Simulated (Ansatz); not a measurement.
2H MoS2 was calculated with RPBE in Ansatz (PAW).

Run with plane-wave cutoff 520 eV, 12×12×4 k mesh (along the axes of the cell as run), Fermi–Dirac smearing 0.01 eV, no spin polarisation, scalar-relativistic PAW data made under PBE.

Cell (measured lattice):

```cif
data_Mo2S4
_chemical_formula_sum 'Mo2 S4'
_space_group_name_H-M_alt 'P63/mmc'
_space_group_IT_number 194
_space_group_name_Hall '-P 6c 2c'
_cell_length_a 3.16000
_cell_length_b 3.16000
_cell_length_c 12.29400
_cell_angle_alpha 90.000
_cell_angle_beta 90.000
_cell_angle_gamma 120.000
loop_
_atom_site_label
_atom_site_type_symbol
_atom_site_symmetry_multiplicity
_atom_site_Wyckoff_symbol
_atom_site_fract_x
_atom_site_fract_y
_atom_site_fract_z
_atom_site_occupancy
Mo1 Mo 2 c 0.33333 0.66667 0.25000 1
S1 S 4 f 0.66667 0.33333 0.12100 1
```

What does this level give for the band gap, smallest direct gap on the k points sampled and direct gap at Γ?


- band gap = 0.89 eV
- smallest direct gap on the k points sampled = 1.71 eV
- direct gap at Γ = 2.17 eV

Note: cell and atoms aren't relaxed at this level (largest force component 0.35 eV/Å, pressure 3.6 GPa).

Spin–orbit coupling is not included.

Ansatz is a program for electronic structure.
